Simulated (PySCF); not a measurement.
Species: C2H2.
InChI=1S/C2H2/c1-2/h1-2H

Linear response at PBE0/aug-cc-pVTZ (PySCF, frozen core in the response, non-relativistic). Geometry: PBE0-D3(BJ)/def2-TZVP; no solvent, vibrations or thermal averaging.

Static isotropic polarisability: 23.20 au (3.44 Å³), principal values 19.2, 19.2, 31.2 au.

**Question.** What is the polarisability at 1064 nm and at the sodium D line?

**Answer.** 23.42 au at 1064 nm (+0.9 %), 23.93 au at 589.3 nm (+3.2 %). The rise at 589.3 nm is 3.37 times that at 1064 nm; a pure ω² law gives 3.26. The lowest singlet lies at 184 nm, shorter than both wavelengths.

**Question.** What is the isotropic C6 coefficient between two such molecules, C6 = (3/π)∫α(iω)² dω?

**Answer.** 206.9 au (Eh·bohr⁶) by a ten-point quadrature over imaginary frequencies, which is 124 eV·Å⁶ or 11.9 J·nm⁶/mol.

**Question.** Which effective excitation energy ω̄ makes London's formula C6 = (3/4)α²ω̄ exact here?

**Answer.** ω̄ = 4·C6/(3α²) = 0.512 Eh = 13.9 eV. A one-pole form α(ω) = α/(1 − ω²/ω̄²) fitted to the 1064 nm value gives 12.1 eV.

**Question.** How many electrons N does the Slater–Kirkwood formula C6 = (3/4)·√N·α^(3/2) need to give this C6?

**Answer.** N = (4·C6/3)²/α³ = 6.1; the species has 14 electrons in all.

**Question.** What three-body coefficient follows from the one-pole estimate C9 = (3/4)·α·C6?

**Answer.** 3600 au. This is an estimate from the two numbers above, not a computed integral.

**Question.** The lowest 10 singlets have (eV, f): 6.75, 0.000; 7.00, 0.000; 7.00, 0.000; 7.61, 0.066; 7.61, 0.066; 7.90, 0.000; 7.91, 0.000; 8.78, 0.000; 8.78, 0.000; 8.85, 0.000. What share of the static polarisability do they carry in the sum over states α = Σ f/ω²?

**Answer.** 1.70 au, 7.3 % of α; the largest term, 0.85 au, is that of the state at 7.61 eV. Their oscillator strengths add up to 0.13. Higher states carry the rest.

**Question.** What molar refraction at the D line follows from R = (4π/3)·N_A·α′, with α′ the polarisability volume?

**Answer.** α′ = 3.55 Å³ gives R = 8.95 cm³/mol, for isolated, non-vibrating species.

**Question.** How anisotropic is the static polarisability, by Δα² = ½[(α1 − α2)² + (α2 − α3)² + (α3 − α1)²]?

**Answer.** Δα = 12.1 au, or 0.52 of the isotropic value.
